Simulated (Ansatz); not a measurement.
Geometry optimisation, RKS B3LYP/def2-SVP in Ansatz 0.2.0.

Input file:

```yaml
crystal:
  periodic: [false, false, false]
  atoms:
    - { symbol: B, position_ang: [0.0, 0.0, 0.0] }
    - { symbol: H, position_ang: [0.0, 0.0, 1.19] }
    - { symbol: H, position_ang: [1.0305, 0.0, -0.595] }
    - { symbol: F, position_ang: [-1.1431, 0.0, -0.66] }
basis:
  gaussian: { orbitals: def2-SVP }
hamiltonian:
  xc: b3lyp
relax:
  f_tol: 0.02
  max_steps: 40
```

Run as:

```bash
$ ansatz run input.yaml --threads 1 --pin off --max-ram 2048MiB --backend cpu --events-out ev --progress --plain --runs-dir out
```

Task: Where does it end, and by what steps?

Result: The run converged. After 3 steps the energy has fallen by 0.020 eV; H3 moved furthest, 0.04 Å.

| step | energy less start (eV) | largest force component (eV/Å) | accepted |
| --- | --- | --- | --- |
| 0 | 0.0000 | 0.451 | yes |
| 1 | -0.0181 | 0.116 | yes |
| 2 | -0.0195 | 0.022 | yes |
| 3 | -0.0195 | 0.009 | yes |

```xyz
4
Properties=species:S:1:pos:R:3
B 0.013 0.000 0.008
H -0.033 0.000 1.214
H 1.035 0.000 -0.635
F -1.129 0.000 -0.652
```

Whether the end is a true minimum wasn't checked by a vibrational analysis.

The run took 1.6 s on 1 thread of Intel(R) Xeon(R) 6975P-C (Granite Rapids) (shared host), peak memory 0.11 GiB.
